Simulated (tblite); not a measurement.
Compound: C3H8F2N (charge +1).
Numbering: `[CH3:1][NH2+:2][CH2:3][CH:4]([F:5])[F:6]` (hydrogens: H7, H8, H9 on C1; H10, H11 on N2; H12, H13 on C3; H14 on C4)

Computed with GFN2-xTB (tblite), gas phase: L-BFGS steps from a force-field or distance-geometry start until the largest atomic force falls under 0.01 eV/Å.

The end geometry, which sets the zero of energy:
```
atom  x, y, z in Å
C1     -1.9033   -0.0335   -0.0484
N2     -0.4904   -0.1924   -0.4446
C3      0.4774    0.2533    0.5873
C4      1.8952    0.0343    0.0442
F5      2.0325   -1.2733   -0.2621
F6      2.0133    0.7141   -1.1162
H7     -2.1080   -0.6154    0.8484
H8     -2.5589   -0.3774   -0.8462
H9     -2.1191    1.0138    0.1552
H10    -0.3096    0.3394   -1.3104
H11    -0.2986   -1.1828   -0.6625
H12     0.3422   -0.3307    1.5006
H13     0.3276    1.3135    0.8037
H14     2.6992    0.3365    0.7287
```

Question: These geometries come from the run, each turned onto the end geometry. Order them by energy, lowest first.
A.
```
atom  x, y, z in Å
C1     -1.9134   -0.0300   -0.0400
N2     -0.4977   -0.1914   -0.4358
C3      0.4944    0.2588    0.5954
C4      1.9111    0.0381    0.0420
F5      2.0315   -1.2752   -0.2576
F6      2.0129    0.7173   -1.1198
H7     -2.1021   -0.6249    0.8548
H8     -2.5396   -0.3827   -0.8591
H9     -2.1106    1.0238    0.1520
H10    -0.3279    0.3298   -1.3132
H11    -0.3168   -1.1766   -0.6708
H12     0.3278   -0.3408    1.4982
H13     0.3144    1.3183    0.7986
H14     2.7153    0.3352    0.7332
```
B.
```
atom  x, y, z in Å
C1     -1.9066   -0.0312   -0.0415
N2     -0.4892   -0.1891   -0.4360
C3      0.4804    0.2556    0.5898
C4      1.9060    0.0358    0.0442
F5      2.0327   -1.2720   -0.2581
F6      2.0144    0.7159   -1.1182
H7     -2.1047   -0.6223    0.8532
H8     -2.5423   -0.3814   -0.8559
H9     -2.1135    1.0214    0.1530
H10    -0.3269    0.3318   -1.3118
H11    -0.3154   -1.1789   -0.6687
H12     0.3320   -0.3377    1.4973
H13     0.3178    1.3164    0.8001
H14     2.7146    0.3350    0.7304
```
C.
```
atom  x, y, z in Å
C1     -1.9178   -0.0327   -0.0384
N2     -0.5133   -0.1851   -0.4460
C3      0.5158    0.2571    0.6035
C4      1.9130    0.0444    0.0432
F5      2.0305   -1.2809   -0.2579
F6      2.0118    0.7184   -1.1216
H7     -2.1000   -0.6262    0.8551
H8     -2.5363   -0.3832   -0.8609
H9     -2.1081    1.0267    0.1512
H10    -0.3289    0.3246   -1.3083
H11    -0.3165   -1.1785   -0.6725
H12     0.3242   -0.3424    1.4983
H13     0.3105    1.3223    0.7975
H14     2.7143    0.3350    0.7346
```
D.
```
atom  x, y, z in Å
C1     -1.8996   -0.0324   -0.0452
N2     -0.4905   -0.1918   -0.4434
C3      0.4763    0.2540    0.5870
C4      1.8967    0.0366    0.0479
F5      2.0344   -1.2707   -0.2595
F6      2.0159    0.7134   -1.1142
H7     -2.1081   -0.6168    0.8496
H8     -2.5459   -0.3784   -0.8487
H9     -2.1176    1.0154    0.1548
H10    -0.3218    0.3374   -1.3115
H11    -0.3101   -1.1825   -0.6644
H12     0.3376   -0.3330    1.4973
H13     0.3226    1.3136    0.8026
H14     2.7094    0.3347    0.7256
```

Answer: D (0.002 eV), B (0.009 eV), A (0.023 eV), C (0.075 eV).

In the order of the answer:

| step | E above end (eV) | largest force (eV/Å) | rms force component (eV/Å) | rms distance from end (Å) | rms bond change (Å) | bond most changed (Å) |
| --- | --- | --- | --- | --- | --- | --- |
| 4 | 0.002 | 0.09 | 0.032 | 0.007 | 0.001 | C1–N2 -0.003 |
| 2 | 0.009 | 0.28 | 0.085 | 0.012 | 0.003 | C3–C4 +0.008 |
| 1 | 0.023 | 0.60 | 0.151 | 0.016 | 0.005 | N2–C3 +0.017 |
| 0 | 0.075 | 1.61 | 0.370 | 0.022 | 0.016 | N2–C3 +0.052 |

The cost below is that of the whole relaxation. The run took under 0.1 s wall on an Arm Neoverse V1 with one thread, on a shared host.
